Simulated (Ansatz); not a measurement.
# C₅H₆: one species, many methods

How much do the methods differ for C₅H₆? The plan is to run it at one geometry with functionals of several rungs and with coupled cluster, and see how far each lands from CCSD(T) at the basis-set limit for the atomisation energy.

Program: Ansatz 0.2.0, Gaussian basis. Level of theory: functionals in def2-TZVPP, the program's frozen cores in correlated methods. These are calculated values, not measurements.

The runs, in order: LDA (SPW92), PBE-D4, revPBE-D4, BLYP-D4, r2SCAN-D4, B97M-V, PBE0-D4, B3LYP-D4, r2SCANh-D4, r2SCAN0-D4, HSE06-D4, BHLYP-D4, CAM-B3LYP-D4, LC-ωPBE, ωB97X-V, ωB97M-V, B2PLYP, PBE-QIDH; CCSD(T)/def2-SVP; CCSD(T)/def2-TZVPP; MP2/def2-QZVPP; extrapolation to the limit; RPA on PBE.

## 1. Structure used throughout

An earlier PBE0-D4 in a triple-zeta def2 set relaxation fixed the geometry.

SMILES `C#CC1CC1`, 11 atoms, charge 0, spin multiplicity 1.

Atoms are counted from 1 here; the program's logs count them from 0.

Bond lengths: C1–C2 1.202 Å, C1–H6 1.064 Å, C2–C3 1.431 Å, C3–C4 1.509 Å, C3–C5 1.509 Å, C3–H7 1.085 Å, C4–C5 1.489 Å, C4–H8 1.083 Å, C4–H9 1.082 Å, C5–H10 1.083 Å, C5–H11 1.082 Å. Angles: C2–C1–H6 179.9°, C1–C2–C3 179.8°, C2–C3–C4 119.7°, C2–C3–C5 119.7°, C2–C3–H7 114.7°, C4–C3–C5 59.2°, C4–C3–H7 116.2°, C5–C3–H7 116.2°, C3–C4–C5 60.4°, C3–C4–H8 117.0°, C3–C4–H9 116.7°, C5–C4–H8 118.6°, C5–C4–H9 118.1°, H8–C4–H9 115.1°, C3–C5–C4 60.4°, C3–C5–H10 117.0°, C3–C5–H11 116.7°, C4–C5–H10 118.6° and more.

Geometry (Å):

```
atom     x (Å)     y (Å)     z (Å)
  C1  -0.88007   2.33065   0.19242
  C2  -0.25447   1.30776   0.27330
  C3   0.48673   0.08772   0.36574
  C4  -0.24262  -1.23286   0.34978
  C5   0.57094  -0.82798  -0.83030
  H6  -1.43292   3.23685   0.12237
  H7   1.37026   0.13969   0.99271
  H8   0.13669  -2.01250   0.99792
  H9  -1.32028  -1.19254   0.26304
 H10   1.51644  -1.32584  -1.00343
 H11   0.04928  -0.51094  -1.72354
```

## 2. LDA

This LDA is Slater exchange with PW92 correlation.

in.yaml

```yaml
crystal:
  periodic: [false, false, false]
  atoms:
    - {symbol: C, position_ang: [-0.880067, 2.330649, 0.192422]}
    - {symbol: C, position_ang: [-0.254472, 1.307763, 0.273296]}
    - {symbol: C, position_ang: [0.486731, 0.087717, 0.365745]}
    - {symbol: C, position_ang: [-0.242616, -1.232858, 0.349777]}
    - {symbol: C, position_ang: [0.570938, -0.827979, -0.830303]}
    - {symbol: H, position_ang: [-1.432924, 3.236849, 0.122372]}
    - {symbol: H, position_ang: [1.370264, 0.139691, 0.992707]}
    - {symbol: H, position_ang: [0.136694, -2.012499, 0.997923]}
    - {symbol: H, position_ang: [-1.320279, -1.192543, 0.263036]}
    - {symbol: H, position_ang: [1.516437, -1.325844, -1.003425]}
    - {symbol: H, position_ang: [0.049283, -0.510944, -1.723538]}
basis:
  gaussian: {orbitals: def2-TZVPP}
hamiltonian: {xc: lda}
output: {orbitals: {seedname: orbitals}}
```

On the command line:

```bash
$ ansatz run in.yaml --threads 4 --pin off --events-out ev --progress --plain --max-ram 10444MiB
```

The runs that follow: PBE-D4 (GGA); revPBE-D4 (GGA); BLYP-D4 (GGA); r2SCAN-D4 (meta-GGA); B97M-V (meta-GGA); PBE0-D4 (hybrid); B3LYP-D4 (hybrid); r2SCANh-D4 (hybrid); r2SCAN0-D4 (hybrid); HSE06-D4 (hybrid); BHLYP-D4 (hybrid); CAM-B3LYP-D4 (range-separated); LC-ωPBE (range-separated); ωB97X-V (range-separated); ωB97M-V (range-separated); B2PLYP (double hybrid); PBE-QIDH (double hybrid); CCSD(T) in def2-SVP; CCSD(T) in def2-TZVPP; MP2 in def2-QZVPP; RPA on PBE orbitals.

Q: Predict the results of all the runs planned. Wanted: atomisation energy, CCSD(T)/CBS; farthest beyond LDA; mean size of error, GGA; mean size of error, meta-GGA; mean size of error, hybrid; mean size of error, range-separated; mean size of error, double hybrid; gap, smallest and largest; T1 diagnostic.

As calculated:

| quantity | value |
| --- | --- |
| atomisation energy, CCSD(T)/CBS | 4763.1 kJ/mol |
| functionals within 23.8 kJ/mol (0.5 %) | BLYP-D4, B3LYP-D4, r2SCANh-D4, ωB97X-V, B2PLYP |
| farthest beyond LDA | PBE-D4 (+163.7 kJ/mol) |
| mean size of error, GGA | 70.7 kJ/mol |
| mean size of error, meta-GGA | 28.9 kJ/mol |
| mean size of error, hybrid | 56.2 kJ/mol |
| mean size of error, range-separated | 24.8 kJ/mol |
| mean size of error, double hybrid | 25.2 kJ/mol |
| gap, smallest and largest | 5.90 eV (BLYP-D4), 13.06 eV (LC-ωPBE) |
| T1 diagnostic | 0.0104 |
| triples share of the correlation energy | 4.6 % |

In words: The LDA atomisation energy is off by 726.5 kJ/mol (15 %): it overbinds. PBE-D4 misses by +163.7 kJ/mol. Double hybrids carry the basis error of their MP2 part in triple zeta, and no dispersion term here, so their miss is partly the set-up's. By mean error the best rung here is range-separated (24.8 kJ/mol) and the worst beyond LDA is GGA (70.7 kJ/mol). The gap between the best rungs is small, so their order is not settled. The reference freezes the cores and leaves out relativity and excitations past (T), so misses under about 23.8 kJ/mol can't be ranked. Hartree-Fock recovers 74 % of the binding; the rest is correlation. CCSD(T) in def2-SVP is off by -167.4 kJ/mol, worse than the median functional, from the basis alone. The gap grows from 5.9 to 13.1 eV across the functionals, mostly with the share of exact exchange.
